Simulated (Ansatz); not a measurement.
The same path of CH6AlN + H (10 atoms, charge 0, multiplicity 2) was run twice with different band settings. Lost on the way: Al1–H2. Made: H2–H10.

Theory: UKS B3LYP/6-31G* (Ansatz 0.2.0).

Relaxed end points:

```xyz
10
Properties=species:S:1:pos:R:3
Al 0.014 -0.046 -0.134
H -0.064 -0.246 1.444
C 1.698 0.069 -1.139
H 2.262 -0.872 -1.070
H 1.547 0.283 -2.204
H 2.351 0.853 -0.732
N -1.555 0.067 -0.977
H -2.455 0.015 -0.515
H -1.682 0.193 -1.974
H -0.233 -0.316 3.974
```

```xyz
10
Properties=species:S:1:pos:R:3
Al -0.164 -0.757 -0.617
H 0.136 -0.184 3.056
C 1.607 -0.015 -1.138
H 2.217 -0.776 -1.640
H 1.489 0.837 -1.821
H 2.168 0.323 -0.259
N -1.628 -0.038 -1.366
H -2.578 -0.334 -1.179
H -1.626 0.728 -2.033
H 0.260 0.216 3.671
```

Common settings: movable images 9; climbing image yes; spring 5.0 eV/Å²; optimiser quadratic models (default); start path through a guess of the saddle point; end points relaxed.

| run | force threshold | iteration limit |
| --- | --- | --- |
| 1 | 0.05 eV/Å | 45 |
| 2 | 0.2 eV/Å | 36 |

(1) What does each run give, and how far can it be trusted?

Results:

(1) Run 1: converged after 14 iterations, highest image 0.013 eV above the first end. A vibrational analysis at the climbing image gives one clearly imaginary mode, 326i cm⁻¹: a first-order saddle point.
Run 2: converged after 9 iterations, highest image 0.015 eV above the first end. The threshold of 0.2 eV/Å is loose, so the images may lie well off the minimum-energy path. Another band between the same ends (9 images) ends at a top of the same energy, where a vibrational analysis finds 1 clearly imaginary mode.
